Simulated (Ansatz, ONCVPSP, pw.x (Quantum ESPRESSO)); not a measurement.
# pw.x on fcc Pt: one setting changed

Potential: optimised norm-conserving Vanderbilt (ONCV), ONCVPSP 4.0.1.1 (patched build), PBE; core [Kr] 4d10 4f14, reference 5s2 5p6 5d9 6s1; waves: 5s+6s: rc 1.40 bohr, ncon 4, nbas 9, qcut 9.3 1/bohr, 2 projectors; 5p: rc 1.65 bohr, ncon 4, nbas 9, qcut 8.6 1/bohr, 2 projectors, debl 3.6 Ha; 5d: rc 2.35 bohr, ncon 4, nbas 8, qcut 6 1/bohr, 2 projectors, debl 3.3 Ha; local part: polynomial inside 1.25 bohr (lpopt 5, dvloc0 0 Ha); core correction: none.

The reference run (k-mesh 14³, cutoffs 85/340 Ry, Fermi–Dirac 0.01 Ry, mixing_beta 0.4, conv_thr 1e-9, no spin) gives -1.18 GPa at 15.640 Å³/atom, where all-electron LAPW gives 0.53 GPa. This run, with its own iteration cap, changes ecutrho/ecutwfc to 2.

```
&control
  calculation='scf', prefix='x', pseudo_dir='./', outdir='./tmp', tstress=.true., disk_io='none'
/
&system
  ibrav=0, nat=1, ntyp=1, ecutwfc=85, ecutrho=170, nbnd=17,
  occupations='smearing', smearing='fd', degauss=0.01
/
&electrons
  conv_thr=1e-09, mixing_beta=0.4, electron_maxstep=60
/
ATOMIC_SPECIES
Pt 1.0 Pt.UPF
CELL_PARAMETERS angstrom
  0.00000000 1.98488607 1.98488607
  1.98488607 0.00000000 1.98488607
  1.98488607 1.98488607 0.00000000
ATOMIC_POSITIONS crystal
Pt 0.0000 0.0000 0.0000
K_POINTS automatic
14 14 14 0 0 0
```

```bash
pw.x < Pt.scf.in > Pt.scf.out
```

Task: How does the run end?

Result: It converges in 7 iterations; the free energy moves by -1.4 meV/atom and the pressure by +0.10 GPa. Below 4 the density is truncated and F is no longer variational, so a small shift in one case is no licence.

```
Message from routine set_cutoff:
     ecutrho < 4*ecutwfc, are you sure?
     Message from routine setup:
     using ibrav=0 with symmetry is DISCOURAGED, use correct ibrav instead
     lattice parameter (alat)  =       5.3046  a.u.
     unit-cell volume          =     105.5440 (a.u.)^3
     number of electrons       =        18.00
     number of Kohn-Sham states=           17
     kinetic-energy cutoff     =      85.0000  Ry
     charge density cutoff     =     170.0000  Ry
     scf convergence threshold =      1.0E-09
     Exchange-correlation= PBE
     number of k points=   104  Fermi-Dirac smearing, width (Ry)=  0.0100
     iteration #  1     ecut=    85.00 Ry     beta= 0.40
     total energy              =    -239.20755231 Ry
     estimated scf accuracy    <       0.07616443 Ry
     iteration #  2     ecut=    85.00 Ry     beta= 0.40
     total energy              =    -239.21696177 Ry
     estimated scf accuracy    <       0.00325555 Ry
     iteration #  3     ecut=    85.00 Ry     beta= 0.40
     total energy              =    -239.21717336 Ry
     estimated scf accuracy    <       0.00058498 Ry
     iteration #  4     ecut=    85.00 Ry     beta= 0.40
     total energy              =    -239.21720494 Ry
     estimated scf accuracy    <       0.00001774 Ry
     iteration #  5     ecut=    85.00 Ry     beta= 0.40
     total energy              =    -239.21720789 Ry
     estimated scf accuracy    <       0.00000083 Ry
     iteration #  6     ecut=    85.00 Ry     beta= 0.40
     total energy              =    -239.21720802 Ry
     estimated scf accuracy    <       0.00000006 Ry
     iteration #  7     ecut=    85.00 Ry     beta= 0.40
     the Fermi energy is    22.6922 ev
!    total energy              =    -239.21720803 Ry
     estimated scf accuracy    <          3.7E-10 Ry
     smearing contrib. (-TS)   =      -0.00678750 Ry
     The total energy is F=E-TS. E is the sum of the following terms:
     one-electron contribution =     -56.13442156 Ry
     hartree contribution      =      38.01363686 Ry
     xc contribution           =     -23.07064670 Ry
     ewald contribution        =    -198.01898913 Ry
     convergence has been achieved in   7 iterations
          total   stress  (Ry/bohr**3)                   (kbar)     P=      -10.81
     Message from routine punch:
     Nothing written, as per user request (disk_io='none')
```

The run took about 17 s on one core of a shared host (AMD EPYC 7R43 64-Core Processor, 256 threads, 1004 GiB, load 112).
